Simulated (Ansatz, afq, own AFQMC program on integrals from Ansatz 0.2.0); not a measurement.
**CH2Al, doublet in cc-pVDZ, levels against CCSDT(Q)**

```yaml
atoms:
  - { symbol: Al, position_ang: [0.0000, -0.1170, 0.6226] }
  - { symbol: C, position_ang: [0.0000, 0.2164, -1.3616] }
  - { symbol: H, position_ang: [0.0000, 0.8474, 1.8799] }
  - { symbol: H, position_ang: [0.0000, -0.2934, -2.3223] }
```

Connectivity, by distances: AlH–CH.

Basis cc-pVDZ. Noble-gas cores (and the filled d shells of Ga–Kr and In–Xe) are frozen. AFQMC by an in-house program on the Cholesky factors that Ansatz 0.2.0 writes for its CCSD(T) run. ph-AFQMC/CISD is guided by a CISD state made of CCSD amplitudes; releasing the constraint for a short imaginary time cuts its bias at the price of noise, slowly where states lie close. Uncertainties: one standard error, sampling alone.

Determinant: ROHF, the one that the program's search chose, which needn't be the lowest solution. The geometry is a point of a scan.

No full CI on the walks' own integrals is used here; CCSDT(Q) serves as the reference and is uncertain by about the last step of the cluster series.

Cautions: higher spins were not checked; a spin-contaminated unrestricted determinant lies lower (UHF 1.35 eV lower, ⟨S²⟩ 1.62); strong correlation (T1 0.060, weight of the determinant 0.79, largest double 0.24).

```
T1 diagnostic                               : 0.0597
weight of the determinant in the CISD state : 0.789
size of the correlated space                : 9 electrons in 36 orbitals
```

```json
{"level": "MP2", "correlation energy (eV)": "-4.9555"}
{"level": "CCSD", "correlation energy (eV)": "-5.9786"}
{"level": "CCSD(T)", "correlation energy (eV)": "-6.2819"}
```

Q: Estimate where phaseless AFQMC with a CISD trial lies against CCSD(T) on the same integrals.

A: 1.27 ± 0.55 kcal/mol below CCSD(T).

Reference: CCSDT(Q), correlation energy -6.363 eV. The released energy is read at 2.40 1/Eh (meV from the phaseless value at times in 1/Eh: -3 ± 27 at 0.24, 1 ± 28 at 0.51, 3 ± 18 at 0.99, 26 ± 19 at 1.62, 27 ± 23 at 2.40).

| level | E − E(reference) (kcal/mol) | share of correlation (%) |
| --- | --- | --- |
| CCSD(T) | 1.88 | 98.72 |
| CCSDT | 0.73 | 99.50 |
| ph-AFQMC/CISD | 0.61 ± 0.55 | 99.59 |
| released AFQMC | 1.24 ± 0.53 | 99.16 |

A walk keeps the symmetry of its determinant, which the program's search chose and which needn't be the lowest solution, so a lower state of the same spin and another symmetry isn't excluded. Released energies are given only where the last usable release times agree within the noise; a slower fall can still hide under it.
